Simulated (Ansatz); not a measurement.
This script makes vertical spin-state energies of CH₅AlO, SMILES O[CH2][AlH2] with the Python package of Ansatz (0.2.0).

`spin.py`
```python
import ansatz

GEOMETRY = """
O    -1.14120    0.76590   -0.79010
C    -0.27460    0.69740    0.24750
Al    0.88940   -0.87760   -0.04630
H    -1.80680    0.12640   -0.64940
H    -0.79550    0.60180    1.20670
H     0.36150    1.62710    0.27150
H     0.32260   -2.34380   -0.10520
H     2.53660   -0.65420   -0.19060
"""

system = ansatz.Crystal.molecule()
for line in GEOMETRY.strip().splitlines():
    symbol, *xyz = line.split()
    system = system.atom(symbol, [float(v) for v in xyz])

job = (
    system.calculation()
    .basis(gaussian="def2-TZVP")
    .functional("CAM-B3LYP")
)
found = {}
for unpaired in [0, 2, 4]:
    rep = job.spin("collinear", total=unpaired).run(threads=1).report
    s = unpaired / 2
    found[unpaired] = rep["free_energy_ev"]
    print(f"2S+1 = {unpaired + 1}: E = {found[unpaired]:.5f} eV, <S^2> = {abs(rep['mean_field']['state']['spin_squared']):.3f} (pure state {s * (s + 1):.2f})")
lowest = min(found, key=found.get)
for unpaired, e in found.items():
    print(f"multiplicity {unpaired + 1}: {(e - found[lowest]):.3f} eV above the lowest")
```

Which spin state is lowest at this geometry, and how far above lie the others?

In order: multiplicity 1 (+0.00 eV), multiplicity 3 (+3.68 eV) and multiplicity 5 (+9.68 eV), all at the one geometry.

What the script printed:

```console
$ python spin.py
2S+1 = 1: E = -9761.41533 eV, <S^2> = 0.000 (pure state 0.00)
2S+1 = 3: E = -9757.73062 eV, <S^2> = 2.006 (pure state 2.00)
2S+1 = 5: E = -9751.73138 eV, <S^2> = 6.016 (pure state 6.00)
multiplicity 1: 0.000 eV above the lowest
multiplicity 3: 3.685 eV above the lowest
multiplicity 5: 9.684 eV above the lowest
```

Reading the output:
- Total energies depend on the basis set; only differences at equal settings carry meaning.
- The geometry is a force-field or estimated start, not a minimum of this method, and the basis set is short of its limit. All parts are taken at fixed geometry, without zero-point energy.
- Run time: 12 s on 1 thread of AMD EPYC 9R45 96-Core Processor (Zen 5), with other jobs on the host, peak memory 0.44 GiB.
